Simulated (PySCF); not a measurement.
ammonia (H3N), SMILES N. The structure is a stationary point at PBE-D3(BJ)/def2-TZVPD.

TDDFT-M06-2X/def2-TZVPD run with PySCF puts the lowest singlet excitations at 6.69, 8.70, 8.70, 10.24, 10.24, 10.50 eV.

Task: What are the lowest excitation roots from ADC(3)/aug-cc-pVDZ (PySCF 2.14.0)? (An estimate is asked for; the answer gives what the named calculation found.)

Result: 6.58, 8.21, 8.21, 9.80, 10.50, 10.61 eV. S1 differs by -0.11 eV (second minus first; roots are paired by order, and the bases may differ).
